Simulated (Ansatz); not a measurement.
```yaml
crystal:
  periodic: [false, false, false]
  atoms:
    - {symbol: P, position_ang: [-1.488666, 0.000817, -0.002370]}
    - {symbol: As, position_ang: [0.573749, -0.000315, 0.000914]}
    - {symbol: H, position_ang: [1.550009, 1.134262, 0.000107]}
    - {symbol: H, position_ang: [1.548756, -1.135962, 0.004827]}
basis:
  gaussian: {orbitals: def2-TZVP}
hamiltonian: {xc: pbe0}
relax: {f_tol: 0.004, max_steps: 80}
```

```sh
$ ansatz run in.yaml --threads 1 --pin off --events-out ev --progress --plain --max-ram 2176MiB
```

Steps of the relaxation (energy above the last step; positions in Å, forces in eV/Å):

```
4
step 1, 21.5 meV
P    -1.489    0.001   -0.002    0.529    0.000    0.001
As    0.574    0.000    0.001   -0.652    0.000   -0.001
H     1.550    1.134    0.000    0.062    0.402   -0.001
H     1.549   -1.136    0.005    0.061   -0.403    0.001
```

```
4
step 2, 6.1 meV
P    -1.440    0.001   -0.002   -0.237    0.000    0.000
As    0.594    0.000    0.001    0.040    0.000    0.000
H     1.516    1.201    0.000    0.099   -0.104    0.000
H     1.514   -1.202    0.005    0.099    0.104    0.000
```

```
4
step 3, 0.0 meV
P    -1.460    0.001   -0.002    0.032    0.000    0.000
As    0.583    0.000    0.001   -0.059    0.000    0.000
H     1.531    1.178    0.000    0.013    0.007    0.000
H     1.530   -1.180    0.005    0.013   -0.007    0.000
```

```
4
step 4, 0.0 meV
P    -1.460    0.001   -0.002    0.007    0.000    0.000
As    0.582    0.000    0.001   -0.014    0.000    0.000
H     1.532    1.178    0.000    0.003    0.003    0.000
H     1.531   -1.180    0.005    0.003   -0.003    0.000
```

```
4
step 5, 0.0 meV
P    -1.460    0.001   -0.002    0.000    0.000    0.000
As    0.581    0.000    0.001    0.000    0.000    0.000
H     1.532    1.178    0.000    0.000    0.000    0.000
H     1.531   -1.180    0.005    0.000    0.000    0.000
```

Close pairs at the end: As2–H4 1.514 Å, As2–H3 1.514 Å, P1–As2 2.042 Å.

A stationary point of restricted PBE0 after 5 steps (its stability towards spin polarisation wasn't tested); no frequencies were run, so it isn't proven a minimum. 14 s on 1 thread of Arm Neoverse V2, shared host.
